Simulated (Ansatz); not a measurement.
Structure relaxation of GeMoRh4

All numbers below come from DFT PBE, scalar-relativistic, plane waves, PAW in Ansatz. Cutoff 420 eV, Γ-centred k mesh, Gaussian smearing, no spin polarisation in the final step.

The start puts GeMoRh4 on the sites of a reported MgInCu4 cell (F-43m, No. 216), with Ge in place of Mg, Mo in place of In, Rh in place of Cu, at a guessed volume.

```
CELL_PARAMETERS angstrom
0.00000 3.40763 3.40763
3.40763 0.00000 3.40763
3.40763 3.40763 0.00000
ATOMIC_POSITIONS crystal
Ge 0.00000 0.00000 0.00000
Mo 0.75000 0.75000 0.75000
Rh 0.37500 0.87500 0.37500
Rh 0.37500 0.37500 0.87500
Rh 0.37500 0.37500 0.37500
Rh 0.87500 0.37500 0.37500
```

Cell and atoms relax at zero pressure; the relaxation can't lower the symmetry of the start. After a coarse first stage the cell is made exact in the group found at 0.06 Å.

Energies over the elements count from the elements' standard structures at the same level, with no empirical corrections.

(1) Which crystal results?

(2) What are its volume, energy, density and gap?

Results:

(1) It keeps F-43m (No. 216). Conventional cell: a = 7.184 Å. Around Ge lie 12 Rh at 2.98 Å and 4 Mo at 3.11 Å; around Mo lie 12 Rh at 2.98 Å and 4 Ge at 3.11 Å; Rh has 6 Rh at 2.54 Å, 3 Ge at 2.98 Å and 3 Mo at 2.98 Å.

```cif
data_structure
_symmetry_space_group_name_H-M 'F-43m'
_symmetry_Int_Tables_number 216
_cell_length_a 7.1841
_cell_length_b 7.1841
_cell_length_c 7.1841
_cell_angle_alpha 90.000
_cell_angle_beta 90.000
_cell_angle_gamma 90.000
_cell_volume 370.78
loop_
_atom_site_label
_atom_site_type_symbol
_atom_site_symmetry_multiplicity
_atom_site_Wyckoff_symbol
_atom_site_fract_x
_atom_site_fract_y
_atom_site_fract_z
_atom_site_occupancy
Ge1 Ge 4 a 0.00000 0.00000 0.00000 1
Mo1 Mo 4 c 0.25000 0.25000 0.25000 1
Rh1 Rh 16 e 0.62501 0.12501 0.12501 1
```

(2) The volume per atom is 15.45 Å³ and the density is 10.39 g/cm³. The energy over the elements is 0.30 eV/atom and the gap on the 10×10×10 mesh is 0 eV (a metal).

The final run used a 10×10×10 mesh on its 6-atom cell and 0.10 eV smearing. The k mesh leaves about 4 meV/atom of noise in metals. Symmetry constrained the relaxation, so the result can be a saddle point.

Cost: 3 runs of about 2.1 core-minutes in all, on Arm Neoverse V1 (shared hosts).